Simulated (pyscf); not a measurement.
## Routes from H₃C–GaH–CH₃ (SMILES [CH3][GaH][CH3]) + H₂C=CH₂ (SMILES C=C)

Candidate steps break at most two bonds and form at most two. Each was searched with GFN2-xTB (tblite) first. PySCF, gas phase, ωB97X-D3(BJ)/def2-SVP geometries. Energies: ωB97M-D3(BJ)/def2-TZVP, kJ/mol, from the separated reactants, singlet surface; ΔG‡ with ideal gas, 1 atm, RRHO with modes under 100 cm⁻¹ raised to 100, one conformer, R ln 2 for chiral ones without a mode under 150 cm⁻¹.

```csv
products,type,ΔE‡,ΔE,ΔG‡ 298 K,ΔG‡ 900 K,ν‡ (cm⁻¹)
H₃C–CH₂–Ga(CH₃)–CH₃,addition across a multiple bond or ene-type step,37.0,-124.1,91.4,191.1,776i
H₃C–CH₂–CH₂–GaH–CH₃,addition across a multiple bond or ene-type step,100.3,-96.0,159.5,265.8,533i
```

Row 1: On the reactant side the descent ends in a bound adduct, 42.1 kJ/mol under the separated species and 67.3 kJ/mol under the saddle at ωB97X-D3(BJ)/def2-TZVP. Row 2: On the reactant side the descent ends in a bound adduct (not fully relaxed), 42.1 kJ/mol under the separated species and 131.6 kJ/mol under the saddle at ωB97X-D3(BJ)/def2-TZVP. 

Plain bond fissions and candidates not yet searched are not listed, and one of them may be faster. Each barrier is that of the saddle found; lower ones may exist. Elements up to Kr have no core potential and no relativistic terms here.
